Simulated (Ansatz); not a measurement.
# Al₂H₂ (singlet): from Hartree-Fock to the top rungs at distance Al1–H3 = 2.206 Å, 6-31G

Aim: climb from Hartree-Fock through coupled cluster and multireference methods for Al₂H₂ (singlet) at one geometry and basis, and see what each rung misses.

Program: Ansatz 0.2.0, Gaussian basis. Level of theory: 6-31G, core rule «outside noble gas», up to 10 orbitals frozen. These are calculated values, not measurements.

Plan: UHF; CCSD(T) on RHF; CCSD(T) on UHF; BCCD(T) on RHF; CISD; CCSDT(Q) on RHF; CCSDT(Q) on UHF; CCSDTQ on RHF; CASSCF and MRCISD+Q, 2 electrons in 2 orbitals; CASSCF and NEVPT2, 2 electrons in 2 orbitals; CASSCF and MRCISD+Q, 8 electrons in 10 orbitals; CASSCF and NEVPT2, 8 electrons in 10 orbitals; Full CI.

20 further runs of the same task are left out: 13 that didn't finish, 7 set aside as unsound or not needed.

### 1 The system

The geometry derives from a PBE0/def2-TZVP stationary point (not a proven minimum). One bond is set to the value named and the two fragments are kept rigid.

4 atoms, charge 0, spin multiplicity 1.

Atoms are counted from 1 here; the program's logs count them from 0.

Bond lengths: Al1–Al2 2.635 Å, Al2–H4 1.622 Å. Angles: Al1–Al2–H4 120.2°.

Geometry (Å):

```xyz
4
charge 0, multiplicity 1
Al    0.0000   -0.1619    1.3021
Al    0.0000    0.1451   -1.3147
H     0.0000    1.6022    2.6266
H     0.0000   -1.1523   -2.2888
```

### 2 UHF

The input, in.yaml:

```yaml
crystal:
  periodic: [false, false, false]
  atoms:
    - {symbol: Al, position_ang: [0.000000, -0.161907, 1.302080]}
    - {symbol: Al, position_ang: [0.000000, 0.145101, -1.314698]}
    - {symbol: H, position_ang: [0.000000, 1.602191, 2.626615]}
    - {symbol: H, position_ang: [0.000000, -1.152301, -2.288825]}
basis:
  gaussian: {orbitals: 6-31G}
magnetization: {spin_polarized: true, initial_magnetization: 0}
hamiltonian: {xc: hf}
output: {orbitals: {seedname: orbitals}}
```

On the command line:

```bash
ansatz run in.yaml --threads 1 --pin off --events-out ev --progress --plain --max-ram 2393MiB
```

Further steps of the session: CCSD(T) on RHF; CCSD(T) on UHF; BCCD(T) on RHF; CISD; CCSDT(Q) on RHF; CCSDT(Q) on UHF; CCSDTQ on RHF; CASSCF and MRCISD+Q, 2 electrons in 2 orbitals; CASSCF and NEVPT2, 2 electrons in 2 orbitals; CASSCF and MRCISD+Q, 8 electrons in 10 orbitals; CASSCF and NEVPT2, 8 electrons in 10 orbitals; Full CI.

Before running them: what should the planned runs give, taken together? Wanted: FCI below the RHF energy; RMP2 from FCI; UMP2 from FCI; RCCSD from FCI; RCCSD(T) from FCI; UCCSD(T) from FCI; RCCSDT(Q) from FCI; UCCSDT(Q) from FCI; NEVPT2 pair from FCI.

As calculated:

| quantity | value |
| --- | --- |
| FCI below the RHF energy | -3.0802 eV |
| RMP2 from FCI | +25.79 kcal/mol |
| UMP2 from FCI | +29.55 kcal/mol |
| RCCSD from FCI | +2.81 kcal/mol |
| RCCSD(T) from FCI | +0.96 kcal/mol |
| UCCSD(T) from FCI | +1.53 kcal/mol |
| RCCSDT(Q) from FCI | +0.05 kcal/mol |
| UCCSDT(Q) from FCI | +0.05 kcal/mol |
| NEVPT2 pair from FCI | +20.47 kcal/mol |
| MRCISD+Q pair from FCI | +0.17 kcal/mol |
| NEVPT2 valence from FCI | +3.74 kcal/mol |
| levels within 1 kcal/mol (43 meV) | RCCSD(T), RCCSDT, UCCSDT, RCCSDT(Q), UCCSDT(Q), RCCSDTQ, MRCISD+Q pair, MRCISD valence, MRCISD+Q valence |
| T1 diagnostic | 0.032 |
| effectively unpaired electrons | 0.31 |

What this shows: RCCSD(T) lands +0.96 kcal/mol from the yardstick (1.4 % of the correlation energy). CCSD(T) misses by +0.96 kcal/mol on the restricted determinant and by +1.53 kcal/mol on the unrestricted one; the two need not hold the same state or core. The occupations show some static correlation. Of the multireference levels listed MRCISD+Q pair comes nearest in total energy (+0.17 kcal/mol), which doesn't show that its space is the better one. These misses are within one basis, not against nature.
